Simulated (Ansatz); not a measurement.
A nudged elastic band was laid between two geometries of CH$_{4}$BS (7 atoms, charge 0, multiplicity 2).

The calculation used Ansatz, UKS B3LYP-D4/def2-SVP.

```yaml
movable_images: 8
climbing_image: no
spring: 5.0 eV/Å²
optimiser: quadratic models (default)
start_path: IDPP
force_threshold: 0.05 eV/Å
iteration_limit: 60
end_points: relaxed
```

Image 0:

```xyz
7
Properties=species:S:1:pos:R:3
B -1.723 -0.352 -0.351
S -0.271 -0.936 0.409
C 1.001 0.369 0.118
H -2.778 -0.924 -0.380
H 1.225 0.441 -0.955
H 0.643 1.336 0.494
H 1.903 0.065 0.666
```

Image 9:

```xyz
7
Properties=species:S:1:pos:R:3
B -1.162 -1.281 -0.472
S -0.901 0.109 0.541
C 0.810 0.687 0.159
H -2.164 -1.942 -0.510
H 0.917 0.861 -0.919
H 0.961 1.627 0.707
H 1.540 -0.060 0.495
```

Question: What changes between the two ends?

Answer: No bond is made or broken. The dihedral B1–S2–C3–H5 goes from -66 to 55°. The two ends are copies of one structure, up to a mirror image or an exchange of like atoms.

Question: What energy profile does the band end with?

Answer: It converged. The highest image is number 3 of 0 to 9, 0.000 eV above the ends, which have the same energy within 2 meV. The top lies less than 8 meV above the higher end, about what the thresholds resolve: that end is a shoulder or a very shallow well. No image climbed, so the highest image needn't sit at the top of the path.

| image | path coordinate (Å) | energy (eV) | dihedral B1–S2–C3–H5 (°) |
| --- | --- | --- | --- |
| 0 | 0.00 | 0.000 | -66 |
| 1 | 0.24 | 0.000 | -52 |
| 2 | 0.48 | 0.000 | -39 |
| 3 | 0.72 | 0.000 | -26 |
| 4 | 0.96 | 0.000 | -12 |
| 5 | 1.19 | 0.000 | 1 |
| 6 | 1.43 | 0.000 | 14 |
| 7 | 1.67 | 0.000 | 28 |
| 8 | 1.91 | 0.000 | 41 |
| 9 | 2.15 | 0.000 | 55 |

Question: What is the geometry of the highest image?

Answer: 
```xyz
7
Properties=species:S:1:pos:R:3
B -1.555 -0.667 -0.603
S -0.420 -0.649 0.717
C 0.939 0.487 0.197
H -2.586 -1.282 -0.626
H 0.995 0.526 -0.898
H 0.749 1.490 0.602
H 1.878 0.095 0.611
```

The band took 4 iterations and roughly 40 core-seconds.

The run took 39 s on 1 thread of AMD EPYC 9R45 96-Core Processor (Zen 5), on a shared host, peak memory 0.17 GiB.
